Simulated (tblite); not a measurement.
Compound: C4H5OP.
Z-matrix (Å and degrees, GFN2-xTB geometry), rows numbered from 1:
```
C 
C   1  1.3287
C   2  1.4959  1  123.39
P   2  1.8346  1  117.41  3  -179.94
C   4  1.6440  2   98.61  1  -179.70
O   5  1.1628  4  171.77  2   179.83
H   1  1.0770  2  122.12  3   179.98
H   1  1.0777  2  121.32  3    -0.02
H   3  1.0900  2  110.64  1   120.25
H   3  1.0883  2  110.10  1     0.02
H   3  1.0901  2  110.64  1  -120.20
```

Computed with GFN2-xTB (tblite): harmonic, unscaled wavenumbers at the GFN2-xTB geometry, gas phase. Against measured fundamentals such values can be off by several per cent, at times by over 20. One conformer, not necessarily the lowest.

Harmonic wavenumbers (cm⁻¹): 33.4, 104.2, 178.6, 279.2, 333.2, 370.2, 402.5, 468.3, 631.8, 664.8, 849.8, 877.0, 938.5, 1009.9, 1033.2, 1175.6, 1388.1, 1406.0, 1471.1, 1476.7, 1660.2, 2054.5, 2996.7, 3009.1, 3027.1, 3092.6, 3120.8.

A = 5677, B = 2098, C = 1546 MHz; mass 100.008 u (most abundant isotopes); point group Cs, symmetry number 1.

**Question.** Zero-point energy?

**Answer.** ½Σν̃ = 17027 cm⁻¹ = 203.68 kJ/mol.

**Question.** Give the ideal-gas entropy at 298.15 K and 1 bar in the rigid-rotor, harmonic-oscillator model (classical rotation).

**Answer.** Translation 166.29, rotation 114.05, vibration 76.86: S = 357.2 J/(mol K).

**Question.** And Cp and H(298.15 K) − H(0)?

**Answer.** Cp = 109.47 J/(mol K), of which vibrations give 76.21 (their classical limit is 27 R = 224.5); H(298.15 K) − H(0) = 21.65 kJ/mol without the zero-point energy, 11.74 from vibrations.

**Question.** Which modes carry the vibrational entropy at 298.15 K?

**Answer.** 33.4 cm⁻¹: 23.50; 104.2 cm⁻¹: 14.12; 178.6 cm⁻¹: 9.80; 279.2 cm⁻¹: 6.44; 333.2 cm⁻¹: 5.21; 370.2 cm⁻¹: 4.51 J/(mol K); the other 21 give 13.28 together.

**Question.** Blend soft modes into free rotors: weight 1/[1 + (100 cm⁻¹/ν̃)⁴] for the oscillator and the rest for a rotor with moment μB/(μ + B), μ = h/(8π²ν), B = 10⁻⁴⁴ kg m². What vibrational entropy results?

**Answer.** 68.91 J/(mol K) in place of 76.86, which changes −T·S at 298.15 K by +2.37 kJ/mol.

**Question.** How do the functions run with temperature in this model?

**Answer.** 
| T (K) | S (J/(mol K)) | Cp (J/(mol K)) | H − H(0) (kJ/mol) | G − H(0) (kJ/mol) | ln q(vib) |
| --- | --- | --- | --- | --- | --- |
| 100 | 268.3 | 60.0 | 4.65 | -22.18 | 1.33 |
| 200 | 318.3 | 86.6 | 12.01 | -51.64 | 2.94 |
| 300 | 357.9 | 109.9 | 21.86 | -85.51 | 4.54 |
| 500 | 423.3 | 147.4 | 47.80 | -163.86 | 7.63 |
| 800 | 501.2 | 183.7 | 97.93 | -303.03 | 11.89 |
| 1000 | 544.0 | 199.8 | 136.35 | -407.65 | 14.47 |

q(vib) and H(0) count from the zero-point level.

**Question.** What must be added to the electronic energy to get the Gibbs energy at 298.15 K and 1 bar?

**Answer.** ZPE + [H(298.15 K) − H(0)] − T·S = 203.68 + 21.65 − 106.50 = 118.83 kJ/mol.

Hindered rotation and anharmonicity are outside this model. Other conformers, if any are populated, would add a mixing term that is left out.
